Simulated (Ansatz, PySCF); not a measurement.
Species: C₄H₉ (charge -1, singlet). It need not be the lowest isomer of its formula. Whether it binds its extra electron was not tested at this geometry. 
Coordinates optimised at B3LYP-D3(BJ)/def2-TZVP (Ansatz, an electronic-structure program):
```xyz
13

C      0.0031     0.0032     0.4647
C      0.0018     1.4142    -0.0595
H     -0.0058     1.4669    -1.1952
H     -0.8786     1.9832     0.2691
H      0.8882     1.9805     0.2572
C      1.2236    -0.7095    -0.0530
H      1.2683    -0.7477    -1.1885
H      2.1579    -0.2263     0.2639
H      1.2722    -1.7550     0.2805
C     -1.2264    -0.7057    -0.0365
H     -1.2866    -0.7438    -1.1713
H     -1.2737    -1.7511     0.2976
H     -2.1548    -0.2197     0.2930
```
Charge -1, spin multiplicity 1.

Total electronic energies in hartree. Valence correlation only, unless marked. Spin-orbit coupling is left out. Non-relativistic. 

| level | program | energy (Eh) |
|---|---|---|
| HF/6-31G* | Ansatz | -156.58354 |
| HF/cc-pVDZ | Ansatz | -156.60567 |
| HF/cc-pVTZ | Ansatz | -156.65569 |
| HF-D3(BJ)/def2-TZVPD | PySCF + dftd3 | ? |
| RI-HF/cc-pVTZ | Ansatz | -156.65562 |
| revPBE-D3(BJ)/def2-TZVPD | Ansatz + dftd3 | -157.81380 |
| revPBE/def2-TZVPD | Ansatz | -157.79096 |
| r2SCAN-D3(BJ)/def2-TZVPD | Ansatz + dftd3 | -157.73678 |
| PBE0/STO-3G | Ansatz | -155.55165 |
| BHLYP-D4/def2-TZVPD | Ansatz + dftd4 | -157.73350 |
| TPSSh/def2-TZVPD | PySCF | -157.85396 |
| r2SCANh-D4/def2-TZVPD | Ansatz + dftd4 | -157.73037 |
| HSE06/def2-TZVPD | Ansatz | -157.62612 |
| CAM-B3LYP/def2-TZVPD | Ansatz | -157.73967 |
| LC-wPBE-D3(BJ)/def2-TZVPD | Ansatz + dftd3 | -157.74227 |
| LC-wPBE-D4/def2-TZVPD | Ansatz + dftd4 | -157.74527 |
| B2PLYP-D3(BJ)/def2-TZVPD | Ansatz + dftd3 | -157.68005 |
| MP2/STO-3G | Ansatz | -154.80274 |
| CCSD/6-31G* | Ansatz | ? |
| CCSD/aug-cc-pVDZ | Ansatz | -157.31838 |
| CCSD/cc-pVTZ | Ansatz | ? |
| CCSD(T)/aug-cc-pVDZ | Ansatz | -157.34524 |

Fill in the missing entries.


- HF-D3(BJ)/def2-TZVPD, energy (Eh): -156.73156
- CCSD/6-31G*, energy (Eh): -157.17399
- CCSD/cc-pVTZ, energy (Eh): -157.43851
